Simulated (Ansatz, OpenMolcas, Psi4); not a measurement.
**How methods differ on C2H3FO (SMILES CC(=O)F)**

The species is C2H3FO (7 atoms), meant as a singlet with charge 0. SMILES: `CC(=O)F`. The coordinates come from a PBE0-D4/def2-TZVP relaxation.

```xyz
7

C     0.4853    0.0150    0.4436
C    -0.6949   -0.0343   -0.4606
O    -1.8354   -0.1657   -0.1918
F    -0.3107    0.0976   -1.7494
H     0.1653   -0.0919    1.4767
H     1.1806   -0.7831    0.1768
H     1.0097    0.9624    0.3046
```

Quantity: the atomisation enthalpy at 298 K, in kJ/mol. The values are calculated. The thermal term (zero-point and 298 K enthalpy, harmonic and unscaled) is that of PBE0-D4/def2-TZVP; the spin-orbit lowering of the free atoms at 298 K, 1.7 kJ/mol by their spectra, is taken off.

**The experiment to reproduce.** CRC Handbook of Chemistry and Physics gives the atomisation enthalpy at 298 K of the gas as 2858 kJ/mol.

```
              level                   kind     program  value (kJ/mol)  computed − measured  CPU time (all runs)
     HF/aug-cc-pVDZ           Hartree–Fock  OpenMolcas            1952                 -906                 25 s
   TPSS/aug-cc-pVDZ               meta-GGA  OpenMolcas            2822                  -36                 94 s
  B3LYP/aug-cc-pVDZ          global hybrid  OpenMolcas            2792                  -66                 66 s
   PBE0/aug-cc-pVDZ          global hybrid  OpenMolcas            2825                  -33                 65 s
  TPSSh/aug-cc-pVDZ        hybrid meta-GGA        Psi4            2796                  -62                 67 s
    MP2/aug-cc-pVDZ    perturbation theory      Ansatz            2744                 -114                6.3 s
CCSD(T)/aug-cc-pVDZ  coupled cluster or CI      Ansatz            2650                 -208                 67 s
   CCSD/aug-cc-pVDZ  coupled cluster or CI      Ansatz            2607                 -251                 43 s
```

Nearest: PBE0/aug-cc-pVDZ (-33 kJ/mol); farthest: HF/aug-cc-pVDZ (-906 kJ/mol). Computed less measured by kind, in kJ/mol (aug-cc-pVDZ rows): Hartree–Fock -906; meta-GGA -36; global hybrid -66 to -33; perturbation theory -114; coupled cluster or CI -251 to -208. Wave-function methods converge slowly with the basis and bind too weakly in sets of this size; that is part of their error here. CPU times are rough (shared hosts, several kinds of processor): they show what a rung costs within a factor of a few.
